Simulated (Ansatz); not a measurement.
**Loss of C2H6: C4H7F → C2HF + C2H6**

Species: C4H7F `C/C=C(/C)F`, singlet; C2HF (fluoroacetylene) `C#CF`, singlet; C2H6 (ethane) `CC`, singlet. This is a balance of energies; it says nothing on the path, which may need atoms to shift.

Shapes, held fixed at every level: PBE0-D4/def2-TZVP. Programs: Ansatz 0.2.0. The zero-point and thermal change to 298 K, harmonic and unscaled (PBE0-D4/def2-TZVP), is -9.7 kJ/mol.

```
                level                    kind  ΔH(298 K) (kJ/mol)  less CCSD(T)/CBS estimate  CPU time (sum over the molecules)
    PBE-D4/def2-TZVPP                     GGA              +252.1                      +11.4                              8.8 s
   PBE0-D4/def2-TZVPP           global hybrid              +261.5                      +20.8                               19 s
r2SCAN0-D4/def2-TZVPP           global hybrid              +263.9                      +23.2                               14 s
   wB97M-V/def2-TZVPP  range-separated hybrid              +245.9                       +5.2                               36 s
        CCSD/def2-SVP   coupled cluster or CI              +239.2                       -1.5                                  –
   CCSD(T)/def2-TZVPP   coupled cluster or CI              +238.3                       -2.4                            3.1 min
 CCSD(T)/CBS estimate   coupled cluster or CI              +240.7                        0.0                             14 min
```

The highest level, CCSD(T)/CBS estimate, gives ΔH(298 K) = +240.7 kJ/mol; the levels span +238.3 to +263.9. The column of differences is taken from that level and isn't an error. No measured value is set beside it here. The CBS estimate extrapolates MP2 from def2-TZVPP and def2-QZVPP and adds CCSD(T) − MP2 in the triple-zeta set, cores frozen. Times are processor times on shared x86 and Arm servers, and rough.
